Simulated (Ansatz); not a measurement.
# Tin, beta-Sn (white tin): convergence with the k-point mesh

Computed with Ansatz, PBE, scalar-relativistic PAW, on the relaxed cell (a = 5.956 Å, c = 3.206 Å (c/a = 0.538); spin not included). Errors count from a run at 420 eV on a Γ-centred 18×18×12 mesh with Fermi-Dirac smearing of 0.1 eV, extrapolated to zero width. Fixed here: cutoff 420 eV, Fermi-Dirac width 0.1 eV. The SCF starts from atomic densities corrected by a trained network.

```csv
k-mesh,E(σ→0) error (meV/atom),P (GPa),SCF iterations
2×2×1,400.7,6.45,7
3×3×2,144.1,-0.65,7
4×4×3,63.5,0.43,8
5×5×4,-11.1,0.38,6
7×7×5,-5.3,-0.10,6
9×9×6,4.6,0.04,6
12×12×8,-1.7,-0.06,6
16×16×11,-2.9,-0.02,6
```

Within 5 meV/atom of the last row: from 12×12×8 on.
